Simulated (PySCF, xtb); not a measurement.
Dimer: H2O (SMILES O) (first 3 atoms) with H2O (SMILES O); geometry from S66by8 set.
(charge 0, multiplicity 1):
```xyz
6

O     -1.7759    -0.0416     0.0055
H     -2.0959     0.8612    -0.0160
H     -0.8161     0.0565     0.0007
O      1.6982     0.0368    -0.0052
H      2.0748    -0.4016     0.7610
H      2.0704    -0.4394    -0.7506
```

Monomers are frozen at their geometry in the pair; levels with a basis set take the counterpoise correction. Rows marked so take none.

Rows in 3-21G, 6-31G*, STO-3G carry no dispersion term and start afresh at each structure (6-31G* with six Cartesian d functions).

Programs: PySCF for 3-21G rows, 6-31G* rows, STO-3G rows; xtb for the GFN methods. 

### Question
One of these levels gives -214.5 meV for the interaction energy. Which one is it?
(A) HF/STO-3G (no counterpoise)
(B) M06-2X/6-31G* (no counterpoise)
(C) GFN2-xTB
(D) B3LYP/3-21G (no counterpoise)

### Answer
B, M06-2X/6-31G* (no counterpoise). The others give -140.0 (GFN2-xTB), -104.9 (HF/STO-3G (no counterpoise)), -330.0 (B3LYP/3-21G (no counterpoise))
